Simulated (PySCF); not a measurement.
Task: Give a GFN2-xTB geometry of InChI=1S/C2H7OP/c1-4(2)3/h4H,1-2H3.

Result: 
```
atom  x, y, z in Å
C1    -1.4264   -0.1281    0.4400
P2     0.0932    0.7549   -0.0465
C3     1.3552   -0.5176   -0.3825
O4     0.5189    1.7858    0.9017
H5    -1.7290   -0.8569   -0.3049
H6    -2.2136    0.6095    0.5837
H7    -1.2355   -0.6208    1.3927
H8    -0.2136    1.2487   -1.3152
H9     2.2498   -0.0172   -0.7477
H10    1.5941   -1.0079    0.5608
H11    1.0123   -1.2477   -1.1080
```

Orientation and origin are arbitrary. Atoms count from 1 in this order. P2 (phosphoryl phosphorus) is distorted tetrahedral (angles from 103.3° to 114.2°).

Bonds between heavy atoms (Å): C1–P2 1.824, P2–C3 1.823, P2=O4 1.464.

The geometry is computed with GFN2-xTB (gas phase).

Point group: Cs (every atom within 0.08 Å of its image). Stationary, but not proved a minimum.
